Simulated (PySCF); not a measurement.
## Löwdin shares of the frontier orbitals

Species: C4H11P.
Structure used (GFN2-xTB), in Å, numbered top down from 1:
```
atom  x, y, z in Å
C1     0.2086    1.4120    1.4242
P2     0.0919    0.2315    0.2027
C3     1.3408   -0.3613   -1.0797
C4    -1.3138    0.6531   -0.8808
C5    -0.3671   -1.3560    0.9757
H6     0.9827    1.1522    2.1448
H7     0.3925    2.3975    0.9985
H8     0.9456   -1.1407   -1.7269
H9     2.2195   -0.7370   -0.5558
H10    1.6418    0.4929   -1.6857
H11   -1.0655    1.5427   -1.4571
H12   -2.1677    0.8731   -0.2434
H13   -1.5462   -0.1650   -1.5600
H14   -0.6106   -2.1054    0.2249
H15    0.4628   -1.7085    1.5855
H16   -1.2231   -1.1722    1.6217
```

Theory: PySCF, TDDFT CAM-B3LYP/def2-SVPD, vertical, gas phase, core orbitals frozen in the response.

Kohn–Sham orbitals with the atoms that hold most of them (Löwdin shares over 4%, at most four atoms; ? is withheld):

| orbital | ε (eV) | atoms |
| --- | --- | --- |
| HOMO-3 | -11.27 | C3 22%, P2 19%, C1 18%, C5 8% |
| HOMO-2 | -10.79 | C1 19%, C4 16%, C5 16%, P2 16% |
| HOMO-1 | -10.68 | ? |
| HOMO | -6.41 | ? |
| LUMO | 1.01 | C3 18%, C4 11%, C5 11%, H8 9% |
| LUMO+1 | 1.98 | C4 16%, C5 16%, H11 11%, H15 10% |
| LUMO+2 | 2.10 | C3 16%, C5 10%, C4 10%, H10 8% |

Problem. Give the leading atoms of the HOMO.

Solution. C1 (bonded to P and 2 H) 55%; P2 (bonded to 4 C) 17%; H6 (bonded to C) 8%; H7 (bonded to C) 8%. By element: carbon 55% or more, phosphorus 17%, hydrogen 15% or more.

Problem. Give the leading atoms of the HOMO-1.

Solution. P2 (bonded to 4 C) 24%; C1 (bonded to P and 2 H) 19%; C5 (bonded to P and 3 H) 12%; C4 (bonded to P and 3 H) 12%. By element: carbon 44% or more, phosphorus 24%.

Problem. How does S1 compare with the orbital gap of 7.41 eV?

Solution. S1 is at 4.80 eV (f = 0.078), 2.61 eV below the gap, made of HOMO→LUMO (87%), HOMO→LUMO+3 (9%). 

Problem. Give energy, strength and leading configuration of S1 and S2, and follow the Löwdin shares of the leading atoms from the occupied to the empty orbital.

Solution. 
- S1 (4.80 eV, f 0.078), HOMO→LUMO (87%): C1 55% → at most 10%, P2 17% → at most 10%, C3 at most 8% → 18%, C4 at most 8% → 11%
- S2 (5.59 eV, f 0.0010), HOMO→LUMO+1 (71%): C1 55% → at most 11%, P2 17% → at most 11%, C4 at most 8% → 16%, C5 at most 8% → 16%

Löwdin shares depend on the basis, the more so with diffuse functions.

Hardware: one thread of an Arm Neoverse V2, shared host. Cost: 22 s of wall time, 0.88 GiB resident at most.
